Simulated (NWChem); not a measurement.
**One shape, several levels: C2H4Cl2 (1,1-dichloroethane)**

Aim: a comparison of 5 runs (HF/STO-3G, HF/3-21G, B3LYP/6-31G*, M06-2X/cc-pVDZ) of C2H4Cl2 (1,1-dichloroethane). 

The results are computed with NWChem 7.3.0.

1 further run of the same task is left out (it didn't finish). Runs told in other sessions of the task aren't counted.

**1. The molecule**

C2H4Cl2: 8 atoms, total charge 0, spin state singlet. As SMILES, `CC(Cl)Cl`. The coordinates come from a PBE0-D4/def2-TZVP relaxation.

Bond lengths: C1–C2 1.504 Å, C2–Cl3 1.777 Å, C2–Cl4 1.777 Å, C1–H5 1.090 Å, C1–H6 1.091 Å, C1–H7 1.091 Å, C2–H8 1.087 Å. Some angles: C1–C2–Cl3 110.8°, C1–C2–Cl4 110.8°, Cl3–C2–Cl4 110.4°, C1–C2–H8 112.5°, Cl3–C2–H8 106.0°, Cl4–C2–H8 106.0°, C2–C1–H5 110.4°, C2–C1–H6 109.6°, C2–C1–H7 109.6°, H5–C1–H6 109.0°.

**2. Energy and forces at HF/STO-3G (run 1)**

run.py reads:

```python
from ase import Atoms
from ase.calculators.nwchem import NWChem

atoms = Atoms(['C', 'C', 'Cl', 'Cl', 'H', 'H', 'H', 'H'], positions=[
    [0.213020, 0.798120, -0.002120],
    [-0.185930, -0.645420, 0.131760],
    [1.107800, -1.715690, -0.450970],
    [-1.697540, -0.967710, -0.745710],
    [0.389570, 1.047800, -1.048450],
    [-0.583060, 1.435840, 0.385990],
    [1.127130, 0.979860, 0.565730],
    [-0.370980, -0.932790, 1.163760],
])

calc = NWChem(
    label='c2h4cl2',
    theory='scf',
    memory='2200 mb',
    basis='STO-3G',
    basispar='spherical bse',
    scf={'nopen': '0', 'rhf': None, 'thresh': '1e-08', 'maxiter': '80'},
)
atoms.calc = calc

forces = atoms.get_forces()
print(f"energy = {atoms.get_potential_energy():.6f} eV")
print("forces (eV/A):")
for s, f in zip(atoms.symbols, forces):
    print(f"{s:2s} {f[0]:10.5f} {f[1]:10.5f} {f[2]:10.5f}")
print("dipole (e A):", atoms.get_dipole_moment().round(4))
```

The run is started by

```sh
export ASE_NWCHEM_COMMAND="nwchem PREFIX.nwi > PREFIX.nwo"
python run.py
```

The program printed:

```text
energy = -26838.481450 eV
forces (eV/A):
C     0.45555    1.68680   -0.05019
C    -0.24194   -0.58122    0.82707
Cl    1.10789   -0.85268   -0.45853
Cl   -1.27090   -0.21849   -0.70849
H    -0.02669   -0.01918    0.20425
H     0.18512   -0.10567   -0.07189
H    -0.19551   -0.00437   -0.11205
H    -0.01358    0.09482    0.36988
dipole (e A): [0.0725 0.4099 0.35  ]
```

The calculator wrote c2h4cl2.nwi:

```
title "c2h4cl2"

permanent_dir c2h4cl2

scratch_dir c2h4cl2

start c2h4cl2

geometry units angstrom nocenter noautosym noautoz
  C  2.1301999999999999e-01 7.9812000000000005e-01 -2.1199999999999999e-03
  C  -1.8593000000000001e-01 -6.4541999999999999e-01 1.3175999999999999e-01
  Cl 1.1077999999999999e+00 -1.7156899999999999e+00 -4.5096999999999998e-01
  Cl -1.6975400000000000e+00 -9.6770999999999996e-01 -7.4570999999999998e-01
  H  3.8957000000000003e-01 1.0478000000000001e+00 -1.0484500000000001e+00
  H  -5.8306000000000002e-01 1.4358400000000000e+00 3.8599000000000000e-01
  H  1.1271300000000000e+00 9.7985999999999995e-01 5.6572999999999996e-01
  H  -3.7097999999999998e-01 -9.3279000000000001e-01 1.1637599999999999e+00
end

memory 2200 mb

basis spherical bse noprint
   * library STO-3G
end

scf
  nopen 0
  rhf
  thresh 1e-08
  maxiter 80
end

task scf gradient
```

c2h4cl2.nwo (excerpt; [...] marks lines left out):

```text
[...]
      One-electron energy =  -1780.392379489027
[... 1 line left out ...]
 Nuclear repulsion energy =    209.822872963794
[... 40 lines left out ...]
                       ROHF Final Molecular Orbital Analysis
[... 196 lines left out ...]
     1   1 0 0      0.137028      0.000000    -17.575170
[...]
  wavefunction    =   RHF
                         RHF ENERGY GRADIENTS
    atom               coordinates                        gradient
                 x          y          z           x          y          z
   1 C       0.402549   1.508228  -0.004006   -0.008859  -0.032803   0.000976
   2 C      -0.351357  -1.219667   0.248990    0.004705   0.011303  -0.016084
   3 Cl      2.093438  -3.242184  -0.852210   -0.021545   0.016582   0.008917
[... 4 lines of this table left out ...]
   8 H      -0.701051  -1.762718   2.199188    0.000264  -0.001844  -0.007193
[...]
```

Run time: 5.7 s. Hardware: 1 thread of Intel Xeon Platinum 8175M at 2.50GHz (Skylake/Cascade Lake), shared host; peak memory 0.097 GiB.

**3. Energy and forces at HF/3-21G (run 2)**

c2h4cl2.xyz reads:

```xyz
8

C      0.213020     0.798120    -0.002120
C     -0.185930    -0.645420     0.131760
Cl     1.107800    -1.715690    -0.450970
Cl    -1.697540    -0.967710    -0.745710
H      0.389570     1.047800    -1.048450
H     -0.583060     1.435840     0.385990
H      1.127130     0.979860     0.565730
H     -0.370980    -0.932790     1.163760
```

run.py reads:

```python
from ase.io import read
from ase.calculators.nwchem import NWChem

system = read('c2h4cl2.xyz')

calc = NWChem(
    label='c2h4cl2',
    theory='scf',
    memory='2200 mb',
    basis='3-21G',
    basispar='spherical bse',
    scf={'nopen': '0', 'rhf': None, 'thresh': '1e-08', 'maxiter': '80', 'print': 'low'},
)
system.calc = calc

forces = system.get_forces()
print("Total energy (eV):", round(system.get_potential_energy(), 6))
print("forces (eV/A):")
for s, f in zip(system.symbols, forces):
    print(f"{s:2s} {f[0]:10.5f} {f[1]:10.5f} {f[2]:10.5f}")
```

The run is started by

```sh
export ASE_NWCHEM_COMMAND="nwchem PREFIX.nwi > PREFIX.nwo"
python run.py
```

The program printed:

```text
Total energy (eV): -26999.515856
forces (eV/A):
C     0.17242    0.63697   -0.02124
C    -0.00226    0.86003    2.20359
Cl    1.46111   -1.16728   -0.67404
Cl   -1.68366   -0.32879   -1.00448
H    -0.05091   -0.06695    0.31398
H     0.25937   -0.16270   -0.11776
H    -0.27758   -0.01964   -0.17432
H     0.12151    0.24842   -0.52574
```

The calculator wrote c2h4cl2.nwi:

```
title "c2h4cl2"

permanent_dir c2h4cl2

scratch_dir c2h4cl2

start c2h4cl2

geometry units angstrom nocenter noautosym noautoz
  C  2.1301999999999999e-01 7.9812000000000005e-01 -2.1199999999999999e-03
  C  -1.8593000000000001e-01 -6.4541999999999999e-01 1.3175999999999999e-01
  Cl 1.1077999999999999e+00 -1.7156899999999999e+00 -4.5096999999999998e-01
  Cl -1.6975400000000000e+00 -9.6770999999999996e-01 -7.4570999999999998e-01
  H  3.8957000000000003e-01 1.0478000000000001e+00 -1.0484500000000001e+00
  H  -5.8306000000000002e-01 1.4358400000000000e+00 3.8599000000000000e-01
  H  1.1271300000000000e+00 9.7985999999999995e-01 5.6572999999999996e-01
  H  -3.7097999999999998e-01 -9.3279000000000001e-01 1.1637599999999999e+00
end

memory 2200 mb

basis spherical bse noprint
   * library 3-21G
end

scf
  nopen 0
  rhf
  thresh 1e-08
  maxiter 80
  print low
end

task scf gradient
```

c2h4cl2.nwo:

```text
Northwest Computational Chemistry Package (NWChem) 7.3.0
             --------------------------------------------------------

           Job information
           ---------------

    nwchem branch   = 7.3.0
    use scalapack   = T
    input           = c2h4cl2.nwi
    prefix          = c2h4cl2.
    data base       = c2h4cl2/c2h4cl2.db
    status          = startup
    nproc           =        1

           Memory information
           ------------------

    heap     =     72089594 doubles =      550.0 Mbytes
    stack    =     72089599 doubles =      550.0 Mbytes
    global   =    144179200 doubles =     1100.0 Mbytes (distinct from heap & stack)
    total    =    288358393 doubles =     2200.0 Mbytes
    verify   = yes
    hardfail = no

           Directory information
           ---------------------

  0 permanent = c2h4cl2
  0 scratch   = c2h4cl2

                                NWChem Input Module
                                -------------------

                                      c2h4cl2
                                      -------

[... 25 lines left out ...]
            Nuclear Dipole moment (a.u.)
[... 55 lines left out ...]
                                      c2h4cl2

  ao basis        = "ao basis"
  functions       =    52
  atoms           =     8
  closed shells   =    25
  open shells     =     0
  charge          =   0.00
  wavefunction    = RHF
  input vectors   = atomic
  output vectors  = c2h4cl2/c2h4cl2.movecs
  use symmetry    = F
  symmetry adapt  = F

 Forming initial guess at       0.1s

 Starting SCF solution at       0.2s

       Final RHF  results
       ------------------

         Total SCF energy =   -992.213914867616
      One-electron energy =  -1786.830342744139
      Two-electron energy =    584.793554912729
 Nuclear repulsion energy =    209.822872963794

        Time for solution =      3.9s

                              NWChem Gradients Module
                              -----------------------

                         RHF ENERGY GRADIENTS

    atom               coordinates                        gradient
                 x          y          z           x          y          z
   1 C       0.402549   1.508228  -0.004006   -0.003353  -0.012387   0.000413
   2 C      -0.351357  -1.219667   0.248990    0.000044  -0.016725  -0.042853
   3 Cl      2.093438  -3.242184  -0.852210   -0.028414   0.022700   0.013108
[... 4 lines of this table left out ...]
   8 H      -0.701051  -1.762718   2.199188   -0.002363  -0.004831   0.010224

 Task  times  cpu:        4.9s     wall:        4.9s
 Total times  cpu:        5.0s     wall:        5.0s
```

Wall time 6.9 s (1 thread of Intel Xeon Platinum 8175M at 2.50GHz (Skylake/Cascade Lake), shared host); peak memory 0.098 GiB.

Runs 3 to 4 aren't shown in full; the table further down has their settings and results.

**4. Energy and forces at M06-2X/cc-pVDZ (run 5)**

work.nw reads:

```
start work
title "C2H4Cl2"
memory total 2200 mb
charge 0

geometry units angstrom noautosym nocenter noautoz
  C        0.213020       0.798120      -0.002120
  C       -0.185930      -0.645420       0.131760
  Cl       1.107800      -1.715690      -0.450970
  Cl      -1.697540      -0.967710      -0.745710
  H        0.389570       1.047800      -1.048450
  H       -0.583060       1.435840       0.385990
  H        1.127130       0.979860       0.565730
  H       -0.370980      -0.932790       1.163760
end

basis spherical bse
  C library cc-pVDZ
  Cl library cc-pVDZ
  H library cc-pVDZ
end

dft
  xc m06-2x
  grid xfine
  convergence energy 1e-08
  iterations 100
  mulliken
  print medium
end

task dft gradient
```

The run is started by

```sh
nwchem work.nw > work.out
```

The program printed:

```text
[...]
          Wavefunction type:  closed shell.
          No. of atoms     :     8
          No. of electrons :    50
[...]
          Charge           :     0
          Spin multiplicity:     1
[...]
          AO basis - number of functions:    84
[...]
              XC Information
              --------------
                       M06-2X Method XC Functional
                     Hartree-Fock (Exact) Exchange  0.540
                        M06-2X Exchange Functional  1.000
                      M06-2X Correlation Potential  1.000
[...]
 d= 0,ls=0.0,diis     1   -998.8779362259 -1.21D+03  1.09D-02  5.52D-01    16.0
[...]
 d= 0,ls=0.0,diis     8   -998.9546582272 -7.65D-09  1.19D-06  1.03D-08   112.9
         Total DFT energy =     -998.954658227156
      One electron energy =    -1793.418311884932
           Coulomb energy =      653.463934888307
    Exchange-Corr. energy =      -68.823154194325
 Nuclear repulsion energy =      209.822872963794
[...]
      Total Density - Mulliken Population Analysis
     ---------------------------------------------
    Atom       Charge   Shell Charges
 -----------   ------   -------------------------------------------------------
    1 C    6     5.99   2.01  0.66  0.36  2.12  0.81  0.04
    2 C    6     6.21   2.01  0.68  0.57  1.97  0.86  0.11
    3 Cl  17    17.06   2.00  2.02  0.96  0.94  6.00  3.06  2.03  0.03
    4 Cl  17    17.06   2.00  2.02  0.96  0.94  6.00  3.06  2.03  0.03
    5 H    1     0.93   0.74  0.17  0.03
    6 H    1     0.94   0.74  0.17  0.03
    7 H    1     0.94   0.74  0.17  0.03
    8 H    1     0.88   0.75  0.11  0.02
[...]
  wavefunction    = closed shell
                         DFT ENERGY GRADIENTS
    atom               coordinates                        gradient
                 x          y          z           x          y          z
   1 C       0.402549   1.508228  -0.004006   -0.000174  -0.000840  -0.000546
   2 C      -0.351357  -1.219667   0.248990   -0.000214  -0.001323  -0.001316
   3 Cl      2.093438  -3.242184  -0.852210   -0.004971   0.003786   0.002272
   4 Cl     -3.207885  -1.828707  -1.409188    0.005641   0.000957   0.003387
   5 H       0.736181   1.980055  -1.981283   -0.000710  -0.000592   0.005269
   6 H      -1.101824   2.713344   0.729415    0.003708  -0.002588  -0.001780
   7 H       2.129967   1.851667   1.069075   -0.004070  -0.000512  -0.002595
   8 H      -0.701051  -1.762718   2.199188    0.000789   0.001114  -0.004690
[...]
```

Wall time 2.6 min (1 thread of Intel Xeon Platinum 8175M at 2.50GHz (Skylake/Cascade Lake), shared host); peak memory 0.14 GiB.

**5. The series**

```csv
run,level,iteration cap,module,energy (Eh),dipole moment (D),HOMO energy (eV),LUMO energy (eV),wall time
1,HF/STO-3G,80,scf,-986.296010,2.61,-10.63,8.60,5.7 s
2,HF/3-21G,80,scf,-992.213915,–,–,–,6.9 s
3,B3LYP/6-31G* (spherical functions),100,dft,-999.007420,2.17,-8.25,-0.02,62 s
4,B3LYP/6-31G* (Cartesian functions),100,dft,-999.015546,2.18,-8.25,-0.02,59 s
5,M06-2X/cc-pVDZ,100,dft,-998.954658,2.11,-9.82,1.42,2.6 min
```

**6. What came out**

| quantity | value |
| --- | --- |
| run 5: total energy | -998.95466 Eh |
| run 5: dipole moment | 2.11 D |
| run 5: HOMO energy | -9.82 eV |
| run 5: LUMO energy | 1.42 eV |
| run 5: HOMO–LUMO gap | 11.24 eV |
| run 5: largest force on an atom | 0.342 eV/Å |

In words: Over runs 1, 3, 4, 5 the dipole moment (its size) runs from 2.11 D (M06-2X/cc-pVDZ) to 2.61 D (HF/STO-3G). The two ends differ in method and basis. Over runs 1, 3, 4, 5 the HOMO–LUMO gap runs from 8.23 eV (B3LYP/6-31G*) to 19.23 eV (HF/STO-3G). Totals of different functionals can't be ranked against each other. In run 1 the basis is minimal, so the values are rough. All runs together took 4.8 min, the longest 2.6 min.
